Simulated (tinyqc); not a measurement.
Inside a calculation. Method: RHF in the sto-3g basis, for H2O, spin multiplicity 1. One step of it, computed by the program tinyqc.

Question. Iteration 13 (converged): orbitals. Diagonalise F' = X^T F X, C = X C', fill 5 alpha and 5 beta electrons from the bottom; D = 2 C_occ C_occ^T. Each column has its largest component positive (the first on a tie).

converged F (hartree), lower triangle:
```
             1O 1s      1O 2s     1O 2px     1O 2py     1O 2pz      2H 1s      3H 1s
1O 1s   -20.239558
1O 2s    -5.165668  -2.474471
1O 2px    0.000000   0.000000  -0.402885
1O 2py   -0.000699  -0.008182   0.000000  -0.348744
1O 2pz   -0.032087  -0.168696   0.000000  -0.008657  -0.403141
2H 1s    -1.404365  -1.156557   0.000000  -0.385301  -0.436007  -0.694447
3H 1s    -1.317079  -1.106934   0.000000   0.377167  -0.427964  -0.523320  -0.651321
```

X, lower triangle:
```
            1O 1s      1O 2s    1O 2px     1O 2py     1O 2pz      2H 1s     3H 1s
1O 1s    1.024365
1O 2s   -0.145890   1.291454
1O 2px   0.000000   0.000000  1.000000
1O 2py  -0.000411   0.008273  0.000000   1.117645
1O 2pz  -0.012477   0.145568  0.000000   0.003647   1.078628
2H 1s    0.022846  -0.339565  0.000000  -0.250725  -0.182283   1.272115
3H 1s    0.022157  -0.313514  0.000000   0.240503  -0.171625  -0.128757  1.248849
```

Give: F' = X^T F X; orbital energies; coefficients C; D after iteration 13.

Answer.

F' = X^T F X (hartree), lower triangle:
```
          1        2        3        4        5        6       7
1  -19.8578
2   -2.6927  -1.2041
3    0.0000   0.0000  -0.4029
4    0.0004   0.0042   0.0000  -0.0351
5   -0.0563   0.1262   0.0000  -0.0026  -0.1984
6   -0.2505  -0.5775   0.0000  -0.4962  -0.3831   0.0437
7   -0.2224  -0.5429   0.0000   0.4863  -0.3705  -0.1512  0.0347
```

orbital energies (hartree): MO1 -20.2486, MO2 -1.3137, MO3 -0.6260, MO4 -0.4852, MO5 -0.4029, MO6 0.6724, MO7 0.7841

coefficients C:
```
            MO1      MO2      MO3      MO4     MO5      MO6      MO7
1O 1s    0.9940  -0.2295   0.0044   0.1134  0.0000  -0.1329   0.0221
1O 2s    0.0277   0.8091  -0.0249  -0.5889  0.0000   0.9442  -0.1723
1O 2px   0.0000   0.0000   0.0000   0.0000  1.0000   0.0000   0.0000
1O 2py   0.0002   0.0080   0.6261  -0.0096  0.0000  -0.1428  -0.9785
1O 2pz   0.0053   0.1636   0.0137   0.7543  0.0000   0.7970  -0.1275
2H 1s   -0.0067   0.1656   0.4488   0.2576  0.0000  -0.6934   1.0348
3H 1s   -0.0063   0.1544  -0.4498   0.2764  0.0000  -0.9360  -0.7640
```

D after iteration 13, lower triangle:
```
          1O 1s    1O 2s  1O 2px   1O 2py  1O 2pz    2H 1s   3H 1s
1O 1s    2.1072
1O 2s   -0.4501   2.0056
1O 2px   0.0000   0.0000  2.0000
1O 2py   0.0002  -0.0070  0.0000   0.7843
1O 2pz   0.1066  -0.6240  0.0000   0.0054  1.1919
2H 1s   -0.0269  -0.0582  0.0000   0.5597  0.4551   0.5905
3H 1s   -0.0247  -0.0537  0.0000  -0.5660  0.4551  -0.2101  0.6052
```
